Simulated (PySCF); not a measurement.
Molecule: `C(C)#CCC#N`, C5H5N.

Bonds (- single, = double, # triple, : aromatic): C1-C2, C2#C3, C3-C4, C4-C5, C5#N6. C1 carries H7, H8, H9; C4 carries H10, H11.

Frames of a GFN2-xTB Langevin trajectory at 400 K; GIAO PBE0/pcSseg-1 shieldings in PySCF, gas phase, non-relativistic; equivalent atoms averaged within each frame.

δ = σ(ref) − σ, references computed at the same level: ¹³C (σ = 186.93 ppm), ¹H (σ = 31.72 ppm) against TMS; ¹⁵N (σ = 267.73 ppm) against NH3. The references are static minima.

**Question.** How do the shifts (ppm) fluctuate along the trajectory?

**Answer.** 
```csv
time (fs),C5,C2,C3,C4,C1,N6,H10/H11,H7/H8/H9
optimised geometry,119.4,87.8,73.6,9.2,4.6,299.6,3.19,2.05
250,120.4,86.5,73.3,11.2,8.0,306.6,4.24,2.31
425,122.2,90.6,77.5,12.8,0.3,307.6,3.93,1.16
625,117.0,94.9,78.9,7.9,5.4,287.4,2.67,1.68
800,122.4,93.7,77.5,11.3,3.0,321.5,3.87,2.06
1000,119.8,97.7,77.2,11.0,10.1,293.9,3.09,3.07
mean of frames,120.4,92.7,76.9,10.8,5.4,303.4,3.56,2.06
standard deviation,2.2,4.3,2.1,1.8,3.9,13.2,0.65,0.71
```

5 frames give an uncertainty of the mean of about the standard deviation over 2.2 at best, since frames this close in time may not be independent; classical motion lacks zero-point vibration, and the reference would need the same averaging.
